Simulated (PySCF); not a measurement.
Method: PBE-D3(BJ)/def2-TZVP // B3LYP-D3(BJ)/def2-TZVP run with PySCF. All species are isolated molecules in the gas phase. 

Reference species (SMILES): `C#N` (neutral, multiplicity 1).

```
Quantity                 Result
----------------------  -------
HOMO–LUMO gap           8.18 eV
S1 oscillator strength    0.000
dipole moment            2.93 D
```

Changed species: `N#CS` (X = mercapto; the reference has X = H).

Give the shifts of the HOMO–LUMO gap, S1 oscillator strength and dipole moment.

the HOMO–LUMO gap decreases by 3.16 eV, to 5.02 eV; the S1 oscillator strength hardly moves; the dipole moment rises by 0.56 D, to 3.49 D.
